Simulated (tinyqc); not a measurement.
Pariser-Parr-Pople SCF with singles CI, for the molecule Clc1cc[nH]c1 (SMILES; centres numbered as the heavy atoms are written), step by step. One step of it, computed by the program tinyqc.

Problem. Iteration 2: orbitals and new P. Diagonalise F (the basis is taken as orthonormal) and form P = 2 sum c c over the lowest orbitals.

F (eV), lower triangle:
```
            1Cl         2C         3C         4C          5N         6C
1Cl  -10.722000
2C    -2.384890  -5.711929
3C     0.287200  -3.974213  -5.653019
4C    -0.000170   0.134196  -4.500703  -6.084170
5N    -0.111123   0.479429   0.547429  -3.460293  -12.641430
6C     0.426779  -4.432540   0.082731   0.920461   -3.375815  -6.092030
```

pi electrons, sum of z_r less the charge = 8

Give: orbital energies; P after iteration 2.

Solution.

orbital energies (eV): -15.4195  -12.3910  -10.3570  -9.2674  -0.6723  1.2026

P after iteration 2, lower triangle:
```
         1Cl       2C       3C       4C      5N      6C
1Cl   1.9387
2C    0.2405   1.0495
3C   -0.1220   0.5474   1.0786
4C   -0.0024  -0.0707   0.7886   1.0720
5N    0.0630  -0.2107  -0.2353   0.4243  1.7435
6C   -0.2053   0.7686  -0.0450  -0.4334  0.4043  1.1177
```
